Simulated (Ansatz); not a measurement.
Gas-phase reaction in SMILES: C1CN1 + 3 [H][H] (H2) -> 2 C (CH4) + N (NH3)

Wanted: energy of full hydrogenation (enthalpy at 298 K), in kcal/mol. Conventions: no spin-orbit coupling; 6-311+G** with 5d; frozen cores in correlated levels; non-relativistic; six Cartesian d functions in 6-31G* and its kin unless marked 5d; LANL2DZ all-electron up to Ne. CBS marks a two-point X^-3 extrapolation of the correlation energy; Hartree-Fock from the larger set. [CCSD(T)-MP2]/basis is that difference in the basis named. Ab initio and DFT rows: single points at B3LYP-D3(BJ) geometries (Ansatz, a first-principles code), with unscaled harmonic terms from B3LYP/6-31G* at its own minima.

Measured values: Active Thermochemical Tables 1.112 (ions: stationary electron), as tabulated in the package chemicals; G2/97 table in ASE (Curtiss et al.); they hold spin-orbit and core effects, anharmonicity. 

Value to compare with, the measured value: -76.7 kcal/mol.

| level | program | energy of full hydrogenation (enthalpy at 298 K) (kcal/mol) | error |
|---|---|---|---|
| MP2/STO-3G | Ansatz | -65.0 | 11.7 |
| MP2/3-21G | Ansatz | -80.5 | -3.8 |
| MP2/LANL2DZ | Ansatz | -84.2 | -7.5 |
| MP2/6-31G* | Ansatz | -66.1 | 10.6 |
| MP2/6-311+G** | Ansatz | -73.7 | 3.0 |
| RI-MP2/CBS(cc-pVTZ,cc-pVQZ)+[CCSD(T)-MP2]/cc-pVTZ | Ansatz | -76.6 | 0.1 |

Among the 5 habitual levels, MP2/STO-3G lies farthest from the measured value (11.7 kcal/mol) and MP2/6-311+G** nearest (3.0); 3 of 5 lie above it, and their mean absolute error is 7.3 kcal/mol, the median 7.5. One case shows no general order.

The sets are all those run for this method; runs whose electronic state is in doubt are left out.
